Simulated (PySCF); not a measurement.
Species: NH3.
SMILES: `N`

The calculation used B3LYP/MINI in PySCF (dipole) on a GFN2-xTB geometry, gas phase.

Masses are those of the commonest isotopes; rigid-rotor values at the optimised geometry. 

(1) Give the principal moments of inertia and the rotational constants in cm⁻¹.

(2) Classify the top.

(3) What does the inertial defect say?

(4) Where do the R-branch lines fall?

(5) Estimate the classical rotational partition function at 100 K and 500 K.

Answers

(1) Ia = 1.68, Ib = 1.68, Ic = 2.69 u·Å²; 505379 MHz·u·Å²/I gives 300662, 300485 and 187609 MHz, that is A = 10.02902, B = 10.02308, C = 6.25797 cm⁻¹.

(2) An oblate symmetric top, as the point group C3v requires two equal moments; the computed ones differ by 0.06 % because the geometry is symmetric only within the optimiser's tolerance. Ray's parameter κ = (2B − A − C)/(A − C) = 0.997; −1 is the prolate and +1 the oblate limit.

(3) Not planar: Δ = Ic − Ia − Ib = -0.67 u·Å². For a rigid frame Δ = −2 Σ m c², so Σ m c² = 0.33 u·Å² lies off the ab plane: 0.28 from hydrogen and 0.06 from heavier atoms. The atom farthest from that plane is 0.30 Å away.

(4) The dipole of 2.03 D lies along the symmetry axis, so ΔK = 0 and J+1 ← J falls at 2B(J+1) for every K: 601.15 GHz, 1202.29 GHz, 1803.44 GHz, 2404.59 GHz, 3005.73 GHz for J = 0 to 4. Inversion tunnelling, which a rigid rotor lacks, splits the real lines of ammonia.

(5) Point group C3v, symmetry number σ = 3; q = (√π/σ)·√((kT/h)³/(ABC)), k/h = 20836.6 MHz/K: 13.6 at 100 K, 153 at 500 K.

Whether it is a minimum is left open (no frequencies). Constants of a rigid frame at the computed geometry: no zero-point averaging, no centrifugal distortion.

Time: 0.21 s; peak memory 0.27 GiB. Hardware: one thread of an Intel Xeon at 2.30 GHz, shared host with 24 logical CPUs at a one-minute load of 19. This is the B3LYP/MINI job that gave the dipole, with the shieldings it also computed.
